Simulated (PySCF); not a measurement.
Geometry (Å), atoms numbered from 1 in this order:
```xyz
14

C     2.117   -0.564   -0.076
C     0.994   -0.934    0.549
P    -0.438    0.106    0.971
C    -0.210    1.537   -0.170
C    -1.761   -0.828    0.072
H     2.949   -1.262   -0.207
H     2.261    0.444   -0.474
H     0.924   -1.959    0.938
H     0.620    2.168    0.183
H    -1.123    2.151   -0.148
H    -0.010    1.225   -1.208
H    -1.530   -0.967   -0.996
H    -1.890   -1.816    0.539
H    -2.714   -0.287    0.170
```

Geometry: PBE0-D3(BJ)/def2-SVP; GIAO shifts from PySCF, gas phase, non-relativistic, averaged over equivalent atoms.

At PBE0/6-31G* (92 basis functions, 6.6 s wall time on 1 thread of an Arm Neoverse V1, shared host):
```
                 atoms  δ (ppm)
                    C2    136.8
                    C1    115.4
                 C4/C5     13.0
                    P3    -61.0
                    H8     6.44
                    H6     5.64
                    H7     5.34
H9/H10/H11/H12/H13/H14     1.04
```

References, each an isolated molecule treated in the same way: 13C (194.14 ppm) and 1H (31.96 ppm) against TMS; H3PO4 for 31P (376.23 ppm).

Estimate the result of repeating the calculation with PBE0/6-311+G(2d,p).

## Answers


| atoms | δ at PBE0/6-311+G(2d,p) | change |
| --- | --- | --- |
| C2 | 152.5 | +15.7 |
| C1 | 122.5 | +7.1 |
| C4/C5 | 14.6 | +1.6 |
| P3 | -67.5 | -6.5 |
| H8 | 6.76 | +0.32 |
| H6 | 5.75 | +0.11 |
| H7 | 5.42 | +0.08 |
| H9/H10/H11/H12/H13/H14 | 1.04 | +0.00 |

Chemical shifts δ = σref − σ; 13C (σref 186.44), 1H (σref 31.51) vs TMS; H3PO4 for 31P (σref 297.00), all at this level.

The largest change is at C2 (alkene CH). Cost: 197 basis functions, 17 s wall time on 1 thread of an Arm Neoverse V1, shared host. The order of the carbon signals is the same at both levels.

Experimental scales use liquid or dissolved standards, which lie at an offset from isolated H3PO4.
